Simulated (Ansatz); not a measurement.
Basis-set extrapolation for `FC1(F)CC=N1` (PBE0-D4/def2-TZVP geometry, frozen core, Ansatz 0.2.0). Multiplicity 1, RHF reference.

```tsv
	def2-TZVPP	def2-QZVPP
HF	-368.781258	-368.797174
MP2 correlation	-1.162876	-1.255544
CCSD(T) correlation	-1.229056	not run
```

Energies in hartree. Use E(X) = E(∞) + A·exp(−7.88·√X) for Hartree–Fock and E(X) = E(∞) + B·X^(−2.97) for correlation, with X = 3 and 4, and add CCSD(T) minus MP2 of the smaller set to the MP2 limit.

**Question.** What is the CCSD(T) energy at the basis-set limit?

**Answer.** HF limit: -368.797174 + (-0.015916) × 0.13774 = -368.79937. MP2 limit: -1.255544 + (-0.092668) × 0.74074 = -1.32419. Higher-order term: -1.229056 − (-1.162876) = -0.06618. Total: -370.18974 hartree, 471.1 kJ/mol below CCSD(T)/def2-TZVPP.
